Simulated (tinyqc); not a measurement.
Extended Hueckel theory, for H2S+, step by step. The parameters take no account of the charge, which enters only through the electron count. One step of it, computed by the program tinyqc.

Task: Mulliken analysis. P = C n C^T; charge = valence electrons (H 1, S 6) minus the sum of (P S)_ii on the atom; overlap population = 2 sum P_ij S_ij between two atoms.

coefficients:
```
             MO1        MO2        MO3       MO4        MO5        MO6
1S 3s   0.726226  -0.014962  -0.407478  0.000000  -0.159102  -0.911257
1S 3px  0.000000   0.000000   0.000000  1.000000   0.000000   0.000000
1S 3py  0.002635   0.605905   0.017258  0.000000   1.004562  -0.275613
1S 3pz  0.025767  -0.007255   0.823307  0.000000  -0.181435  -0.825232
2H 1s   0.280059   0.377626   0.177508  0.000000  -0.601879   1.086761
3H 1s   0.249337  -0.415804   0.183309  0.000000   0.965544   0.622802
```

occupations: 2.000000  2.000000  2.000000  1.000000  0.000000  0.000000

overlap S, lower triangle:
```
           1S 3s    1S 3px     1S 3py    1S 3pz     2H 1s     3H 1s
1S 3s   1.000000
1S 3px  0.000000  1.000000
1S 3py  0.000000  0.000000   1.000000
1S 3pz  0.000000  0.000000   0.000000  1.000000
2H 1s   0.419788  0.000000   0.382082  0.347309  1.000000
3H 1s   0.372175  0.000000  -0.356152  0.323840  0.118235  1.000000
```

Give: charges; Overlap populations.

Result:

charges: 1S 0.7686, 2H 0.1202, 3H 0.1112

Overlap populations:
```
pair      value
2-1    0.775321
3-1    0.728824
3-2   -0.025846
```
